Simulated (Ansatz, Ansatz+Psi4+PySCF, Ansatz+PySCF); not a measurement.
| atom | x (Å) | y (Å) | z (Å) |
| --- | --- | --- | --- |
| C | 0.0000 | 0.0019 | -1.0921 |
| C | 0.0000 | 0.1883 | 0.1973 |
| C | 0.0000 | 0.0315 | 1.5232 |
| N | 0.0000 | -0.0407 | 2.6967 |
| H | 0.0000 | -1.0173 | -1.5340 |
| H | 0.0000 | 0.8363 | -1.7911 |

Basis set: cc-pVTZ (spherical functions). Correlated methods keep 4 orbitals frozen. Correlation on ROHF uses semicanonical orbitals with singles. Charge 0, multiplicity 2.

Computed with Ansatz (development build ahead of 0.2.0); each method stands on the lowest determinant of its kind that the runs found.

Task: Give the atomization energy at this shape (free ground-state atoms in the same class of orbitals less the molecule, no zero-point energy) of doublet C₃H₂N by ROHF-MP2, UHF-MP2.

Result:

```json
{"method": "ROHF-MP2", "atomization energy": "28.07 eV"}
{"method": "UHF-MP2", "atomization energy": "26.88 eV"}
```

Caution: forces differ strongly between restricted and unrestricted references. Caution for ROHF-MP2: an unrestricted determinant lies well below. Caution for UHF-MP2: the unrestricted determinant is spin contaminated.
